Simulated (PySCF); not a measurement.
Calculation: PySCF 2.14.0 with PBE-D3(BJ)/def2-TZVP // B3LYP-D3(BJ)/def2-TZVP. All species are isolated molecules in the gas phase. Excitations are Tamm–Dancoff values on a coarser integration grid. The basis has no diffuse functions, so Rydberg states are missing or too high.

Reference species (SMILES): `[CH3][Al]([Cl])[Cl]` (neutral, multiplicity 1).

```yaml
S1–T1 gap (TDA): 0.32 eV
HOMO: -7.55 eV
S1 oscillator strength: 0.006
T1 excitation (TDA): 5.65 eV
```

Changed species: `[Cl][Al]([Cl])[Cl]` (0 of 3 Cl replaced by CH3; the reference has 1 of 3 Cl replaced by CH3).

Question: Predict the effect on the S1–T1 gap (TDA), HOMO, S1 oscillator strength and T1 excitation (TDA).

Answer: the S1–T1 gap (TDA) drops by 0.08 eV, to 0.24 eV; the HOMO falls by 0.41 eV, to -7.96 eV; the S1 oscillator strength is nearly the same; the T1 excitation (TDA) is nearly the same.
